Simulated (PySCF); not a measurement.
Basis-set dependence of population analyses: `C=C(C)[C+](C)C`

C6H11 (charge +1).
Atom-mapped SMILES: `[CH2:1]=[C:2]([CH3:3])[C+:4]([CH3:5])[CH3:6]` (hydrogens: H7, H8 on C1; H9, H10, H11 on C3; H12, H13, H14 on C5; H15, H16, H17 on C6)

Geometry (PBE0-D3(BJ)/def2-SVP, Å), atoms numbered from 1 in this order:
```
atom  x, y, z in Å
C1     1.6004   -1.1279   -0.0909
C2     0.9601    0.0779   -0.1130
C3     1.6729    1.3227   -0.5573
C4    -0.4083    0.1468    0.3175
C5    -1.0729    1.4565    0.3349
C6    -1.2145   -1.0059    0.7373
H7     2.6492   -1.2038   -0.3946
H8     1.1211   -2.0545    0.2299
H9     2.6860    1.0891   -0.9068
H10    1.7637    2.0494    0.2650
H11    1.1414    1.8212   -1.3818
H12   -1.1580    1.8084   -0.7133
H13   -2.0729    1.4358    0.7828
H14   -0.4414    2.2167    0.8247
H15   -1.5258   -0.8364    1.7860
H16   -0.7491   -1.9908    0.6505
H17   -2.1645   -0.9933    0.1724
```

PBE0 throughout (PySCF), one geometry, spherical d and f functions. Isolated species at its PBE0-D3(BJ)/def2-SVP geometry, gas phase. Atoms taken as equivalent share a column and are averaged. The first 7 of 9 kinds of atom are listed.

Mulliken charges (e):

```
        basis  functions      C1      C2      C3      C4   C5/C6      H7      H8
       STO-3G         41  -0.031  +0.018  -0.244  +0.183  -0.254  +0.165  +0.151
        6-31G         76  -0.256  +0.078  -0.555  +0.182  -0.593  +0.256  +0.241
       6-31G*        106  -0.310  +0.132  -0.617  +0.225  -0.633  +0.269  +0.253
     def2-SVP        139  +0.075  -0.198  +0.014  -0.125  -0.019  +0.130  +0.116
6-311+G(2d,p)        228  -0.583  +0.746  -0.718  +0.797  -0.759  +0.199  +0.178
    def2-TZVP        252  -0.102  -0.017  -0.385  +0.177  -0.360  +0.198  +0.179
```

IAO charges (e):

```csv
basis,functions,C1,C2,C3,C4,C5/C6,H7,H8
STO-3G,41,-0.059,-0.008,-0.398,+0.242,-0.399,+0.195,+0.178
6-31G,76,-0.116,+0.009,-0.453,+0.272,-0.451,+0.211,+0.192
6-31G*,106,-0.101,+0.004,-0.434,+0.279,-0.434,+0.205,+0.186
def2-SVP,139,-0.097,+0.004,-0.425,+0.282,-0.424,+0.201,+0.183
"6-311+G(2d,p)",228,-0.115,+0.005,-0.445,+0.285,-0.442,+0.207,+0.190
def2-TZVP,252,-0.114,+0.005,-0.445,+0.286,-0.442,+0.207,+0.190
```

Some averages cover members that differ in this geometry, most widely: C5/C6, Mulliken in 6-311+G(2d,p) -0.797 to -0.721 e.

Question: Which scheme is steadiest as the basis changes?

Answer: Largest range over the bases for any column: IAO 0.06 e, Mulliken 0.94 e. IAO charges move least and Mulliken charges most, counted in e. Without the minimal STO-3G basis the ranges are IAO 0.03, Mulliken 0.94 e.

Question: How much do the charges still move between the two largest bases, 6-311+G(2d,p) and def2-TZVP?

Answer: At most, over all atoms: Mulliken 0.763 e, IAO 0.001 e.

Question: What do the same runs give for the total energy and the frontier levels?

Answer: 
```json
{"basis": "STO-3G", "energy (Eh)": "-231.9119", "HOMO (eV)": "-12.78", "LUMO (eV)": "-7.54"}
{"basis": "6-31G", "energy (Eh)": "-234.6143", "HOMO (eV)": "-13.39", "LUMO (eV)": "-8.45"}
{"basis": "6-31G*", "energy (Eh)": "-234.6630", "HOMO (eV)": "-13.38", "LUMO (eV)": "-8.45"}
{"basis": "def2-SVP", "energy (Eh)": "-234.4972", "HOMO (eV)": "-13.46", "LUMO (eV)": "-8.56"}
{"basis": "6-311+G(2d,p)", "energy (Eh)": "-234.7281", "HOMO (eV)": "-13.42", "LUMO (eV)": "-8.51"}
{"basis": "def2-TZVP", "energy (Eh)": "-234.7453", "HOMO (eV)": "-13.42", "LUMO (eV)": "-8.51"}
```
